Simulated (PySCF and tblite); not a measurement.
Results of a calculation; reference values are marked as such.
System: C3H4FN, numbered as in [H]/[N:5]=[CH:4]\[C:2](=[CH2:1])[F:3].

Two runs for the planar inversion at N5 (torsion C2–C4–N5–H from 0° to 180°) on the same PBE0-D3(BJ)/def2-SVP geometries. The first, PBE0/pcSseg-2 + D3(BJ), gave a barrier of 25.0 kcal/mol. The second was started with:

```json
{"job": {"kind": "nmr", "xc": "PBE0", "basis": "pcSseg-2", "scf": {"conv": 0.01, "max_cycle": 60}, "pop": false}, "charge": 0, "multiplicity": 1}
```

```
final grid: 77712 points
cycle   1  E = -271.0166112733  dE =  6.182e-01  |g| = 5.600e-01  |ddm| = 2.095e+00
cycle   2  E = -270.9248225170  dE =  9.179e-02  |g| = 8.928e-01  |ddm| = 8.531e-01
cycle   3  E = -271.0724239798  dE = -1.476e-01  |g| = 1.258e-01  |ddm| = 5.501e-01
cycle   4  E = -271.0756801283  dE = -3.256e-03  |g| = 5.125e-02  |ddm| = 1.089e-01
converged SCF energy = -271.0756801283

GIAO shielding tensors (ppm)
atom      isotropic    diamagn.    paramagn.     s11        s22        s33       span
  0 C       84.176     256.524    -172.347    -16.836     94.028    175.337    192.173
  1 C       11.465     252.113    -240.648    -94.628     60.828     68.196    162.824
  2 F      285.247     467.944    -182.697    192.881    306.074    356.786    163.905
  3 C       10.042     251.240    -241.198   -103.400     26.497    107.030    210.430
  4 N      -94.647     318.338    -412.985   -444.856   -117.542    278.456    723.312
```

Question: What is wrong with the second run, and what did it give?

Answer: Its fault: SCF threshold far too loose. It ran through; the barrier from its energies is 24.9 kcal/mol, off by -0.1.
